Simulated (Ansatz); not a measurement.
# CH3B (triplet): from Hartree-Fock to the top rungs at distance B1–C2 = 1.217 Å, cc-pVDZ

One table from this session's results is given with a row withheld; the runs are named, their logs left out.

Computed with Ansatz 0.2.0, Gaussian basis. Level: cc-pVDZ, core rule «outside noble gas», up to 2 orbitals frozen.

The runs, in order: UHF; CCSD(T) on ROHF; CCSD(T) on UHF; BCCD(T) on ROHF; CISD; CCSDT(Q) on ROHF; CCSDT(Q) on UHF; CASSCF and MRCISD+Q, 4 electrons in 4 orbitals; CASSCF and NEVPT2, 4 electrons in 4 orbitals.

21 further runs of the same task are left out: 18 that didn't finish, 3 set aside as unsound or not needed.

### The geometry

The geometry derives from a PBE0/def2-TZVP stationary point (not a proven minimum). One bond is set to the value named and the two fragments are kept rigid.

5 atoms, charge 0, spin multiplicity 3.

Atoms are counted from 1 here; the program's logs count them from 0.

Bond lengths: B1–C2 1.217 Å, B1–H3 1.194 Å, C2–H4 1.092 Å, C2–H5 1.087 Å. Angles: C2–B1–H3 128.3°, B1–C2–H4 123.5°, B1–C2–H5 123.0°, H4–C2–H5 113.6°.

The first run:

in.yaml

```yaml
crystal:
  periodic: [false, false, false]
  atoms:
    - {symbol: B, position_ang: [0.000000, -0.141833, 0.664211]}
    - {symbol: C, position_ang: [0.000000, 0.048026, -0.537888]}
    - {symbol: H, position_ang: [0.000000, 0.668675, 1.540481]}
    - {symbol: H, position_ang: [0.000000, 1.041325, -0.990574]}
    - {symbol: H, position_ang: [0.000000, -0.761002, -1.264598]}
basis:
  gaussian: {orbitals: cc-pVDZ}
magnetization: {spin_polarized: true, initial_magnetization: 2}
hamiltonian: {xc: hf}
output: {orbitals: {seedname: orbitals}}
```

The run is started by

```
$ ansatz run in.yaml --threads 1 --pin off --events-out ev --progress --plain --max-ram 2393MiB
```

Steps of the session up to this table: UHF; CCSD(T) on ROHF; CCSD(T) on UHF; BCCD(T) on ROHF; CISD; CCSDT(Q) on ROHF; CCSDT(Q) on UHF; CASSCF and MRCISD+Q, 4 electrons in 4 orbitals; CASSCF and NEVPT2, 4 electrons in 4 orbitals.

One table of the session follows, with a row left open; its other results are not shown here.

```
     method  from UCCSDT(Q) (meV)
       ROHF               +5811.2
        UHF               +5729.3
       RMP2                     ?
       UMP2                +994.6
       CISD                +454.6
      RCCSD                +149.2
      UCCSD                +147.4
   RCCSD(T)                 +25.1
   UCCSD(T)                 +24.6
    BCCD(T)                 +25.0
     RCCSDT                  +5.7
     UCCSDT                  +5.1
  RCCSDT(Q)                  +0.7
  UCCSDT(Q)                     0
CASSCF pair               +5378.6
NEVPT2 pair               +1020.9
```

Q: Estimate the row for RMP2 from the others.

**Answer.** from UCCSDT(Q) (meV): +986.8. In the column «from UCCSDT(Q) (meV)» it lies between CISD (+454.6) and UMP2 (+994.6).

Not comparable, so not listed: CASSCF and MRCISD+Q, 4 electrons in 4 orbitals (they don't share determinant, frozen orbitals or solution with the rows shown, or repeat one).

Limits of these values: Restricted and unrestricted rows rest on different reference determinants; where their highest levels disagree by more than a few hundredths of an eV, they describe different states and don't form one ladder. Warnings in the runs' records: passed over end.
